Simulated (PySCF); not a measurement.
sulfur dioxide cation (O2S), SMILES O=S=O (connectivity only; charge and spin as stated), charge +1, multiplicity 2. Atoms are numbered in the order given.

```xyz
3

O      0.0000    -1.3100    -0.2854
S      0.0000     0.0000     0.2854
O      0.0000     1.3100    -0.2854
```
Charge +1, spin multiplicity 2.

Geometry optimised at r2SCAN-D4/def2-TZVP. The multiplicity is an assumed one; other spin states were not compared.

Method: B3LYP/pcH-1 (PySCF).

Unrestricted Kohn–Sham, ⟨S²⟩ = 0.756. Hyperfine tensors hold the contact and dipolar terms, without spin-orbit corrections.

Computed hyperfine couplings:
```json
[
 {"nucleus": "17O no. 1", "A(iso) (MHz)": "5.4", "A(iso) (G)": "1.9", "dipolar principal values (MHz)": "-130.9, 64.8, 66.1"},
 {"nucleus": "33S no. 2", "A(iso) (MHz)": "278.7", "A(iso) (G)": "99.4", "dipolar principal values (MHz)": "-33.5, -15.7, 49.2"},
 {"nucleus": "17O no. 3", "A(iso) (MHz)": "5.4", "A(iso) (G)": "1.9", "dipolar principal values (MHz)": "-130.9, 64.8, 66.1"}
]
```

**Question.** And the g tensor (effective nuclear charges for spin-orbit coupling, GIAO)? (Estimate from the structure and the level; the computed values follow.)

**Answer.** principal values 1.9874, 2.0019, 2.0122; isotropic 2.0005.
